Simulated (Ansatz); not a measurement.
# C2S4: the cost of one run

Program: Ansatz 0.2.0. Level of theory: the levels named in each step. These are calculated values, not measurements.

## Step 1: Starting point

Bond lengths: S1–C2 1.550 Å, C2–S3 1.550 Å, S4–C5 1.550 Å, C5–S6 1.550 Å. Angles: S1–C2–S3 179.7°, S4–C5–S6 179.7°.

As a file:

```xyz
6

S     0.3810    1.9236    1.2106
C    -0.7023    0.8278    1.3776
S    -1.7853   -0.2691    1.5370
S     1.3997   -1.7908   -0.3808
C     0.7047   -0.8276   -1.3765
S     0.0038    0.1362   -2.3672
```

## Step 2: A rough first relaxation, PBE-D4/def2-SVP

This run stands in another session on the same molecule. It ended at:

```xyz
6

S     0.2305    2.0839    1.1283
C    -0.7169    0.8622    1.4014
S    -1.6595   -0.3654    1.6642
S     1.2609   -1.9726   -0.4334
C     0.7177   -0.8622   -1.4011
S     0.1689    0.2542   -2.3588
```

## Step 3: Relaxation, r2SCAN-D4/def2-TZVPP

input.yaml reads:

```yaml
crystal:
  periodic: [false, false, false]
  atoms:
    - { symbol: S, position_ang: [0.23046643, 2.08388483, 1.12834403] }
    - { symbol: C, position_ang: [-0.71694593, 0.86221943, 1.40141588] }
    - { symbol: S, position_ang: [-1.65953784, -0.36543017, 1.66417544] }
    - { symbol: S, position_ang: [1.2609176, -1.97259415, -0.43336108] }
    - { symbol: C, position_ang: [0.71768813, -0.8621619, -1.40107287] }
    - { symbol: S, position_ang: [0.16893162, 0.25420197, -2.3588014] }
basis:
  gaussian: { orbitals: def2-TZVPP }
hamiltonian:
  xc: r2scan
  dispersion: d4
relax:
  f_tol: 0.002
  max_steps: 150
```

Command:

```sh
ansatz run input.yaml --threads 4 --pin off --max-ram 10240MiB --backend cpu --events-out ev --progress --plain --runs-dir out
```

Q: Estimate wall time and peak memory on 4 threads of Intel Xeon at 2.50GHz (Skylake/Cascade Lake), shared host.

About 1.7 min, with a peak of 0.39 GiB.
